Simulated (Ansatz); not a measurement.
Rhombohedral A7 Bi was calculated with PBE-D3(BJ) (Ansatz, an electronic-structure program, plane waves, PAW).

Numerical settings: plane-wave cutoff 520 eV, 16×16×16 k mesh, Fermi–Dirac smearing 0.05 eV, scalar-relativistic PAW data made under PBE.

Shape and atoms are relaxed at each volume.

Pressure at four volumes; x = ln(V/34.576 Å³). One pressure is withheld.

```csv
V (Å³/atom),x,P (GPa)
33.193,-0.0408,?
33.885,-0.0202,0.814
34.576,0.0000,0.008
35.959,0.0392,-1.283
```

Q: Pass a parabola P(x) through the three rows shown, estimate the bulk modulus and its pressure derivative near zero pressure, and predict the withheld pressure.

A: Slopes between the rows: (0.008 − (0.814))/(0.0000 − (-0.0202)) = -39.90 and (-1.283 − (0.008))/(0.0392 − (0.0000)) = -32.93 GPa. Their difference over the span 0.0594 is c = 6.97/0.0594 = 117.3 GPa, so P(x) = 0.814 + (-39.90)(x − (-0.0202)) + 117.3 (x − (-0.0202))(x − (0.0000)). At the middle row B = −dP/dx = −[-39.90 + 117.3 × 0.0202] = 37.5 GPa, and B′ = dB/dP = 2c/B = 6.3. At x = -0.0408 the parabola gives 1.735 GPa; the run gives 1.757 GPa. The Birch–Murnaghan fit to the energies at all volumes has B0 = 37.3 GPa and B′ = 6.7.

Measured, for comparison: bulk modulus 32.1 GPa (copied from a table, unchecked, extrapolated to 0 K and zero-point effects removed; as tabulated in Lejaeghere et al. (2013), arXiv:1204.2733). Computed (rounded) less measured: bulk modulus not scored (unchecked).

Note: the bulk modulus comes from volumes at which shape and atoms were relaxed.

Spin–orbit coupling is not included; it can shift volumes and moduli of such heavy elements.
